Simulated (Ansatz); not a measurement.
**Trigonal Se**

The numbers are results of HSE06 (Ansatz, an electronic-structure program, plane waves, PAW), not measurements.

Numerical settings: plane-wave cutoff 460 eV, 9×9×6 k mesh (along the axes of the cell as run), Fermi–Dirac smearing 0.01 eV, scalar-relativistic PAW data made under PBE.

Cell (measured lattice):

```yaml
crystal:
  lattice:
    - [-2.18300, -3.78107, 0.00000]
    - [-2.18300, 3.78107, 0.00000]
    - [0.00000, 0.00000, -4.95400]
  atoms:
    - { symbol: Se, position: [0.00000, 0.22500, 0.66667] }
    - { symbol: Se, position: [0.77500, 0.77500, 0.00000] }
    - { symbol: Se, position: [0.22500, 0.00000, 0.33333] }
```

* **band gap**: 1.78 eV (indirect)
* **smallest direct gap on the k points sampled**: 2.06 eV
* **Γ–Γ gap**: 3.34 eV

Note: cell and atoms aren't relaxed at this level (largest force component 0.12 eV/Å, pressure 0.8 GPa).

Spin–orbit coupling is not included.

Computed values are for the static lattice.
